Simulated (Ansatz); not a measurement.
The same path of C2H3NO2 (8 atoms, charge 0, multiplicity 1) was run twice with different band settings. The coordinate that changes most is the dihedral O5–C3–O4–H7.

Computed with RKS B3LYP/def2-SVP (Ansatz 0.2.0).

Relaxed end points:

```xyz
8
Properties=species:S:1:pos:R:3
N -1.036 0.037 1.797
C -0.483 0.126 0.692
C 0.271 0.078 -0.398
O 0.993 1.153 -0.810
O 0.269 -0.962 -1.296
H -1.976 0.464 1.816
H 1.883 0.843 -1.039
H 0.172 -1.797 -0.818
```

```xyz
8
Properties=species:S:1:pos:R:3
N -1.411 0.401 1.596
C -0.618 0.195 0.673
C 0.318 -0.142 -0.202
O 1.542 0.468 -0.214
O 0.077 -1.084 -1.168
H -2.154 1.077 1.364
H 1.669 0.864 -1.092
H 0.670 -1.836 -1.012
```

Common settings: movable images 5; climbing image yes; spring 5.0 eV/Å²; optimiser quadratic models (default); force threshold 0.05 eV/Å; end points relaxed.

| run | start path | iteration limit |
| --- | --- | --- |
| 1 | IDPP | 53 |
| 2 | straight line | 60 |

Question: What does each run give, and how far can it be trusted?

Answer: Run 1: converged after 19 iterations, highest image 0.033 eV above the first end. A vibrational analysis at the climbing image gives one clearly imaginary mode, 271i cm⁻¹: a first-order saddle point.
Run 2: converged after 30 iterations, highest image 0.033 eV above the first end. Another band between the same ends (5 images) ends at a top of the same energy, where a vibrational analysis finds 1 clearly imaginary mode.
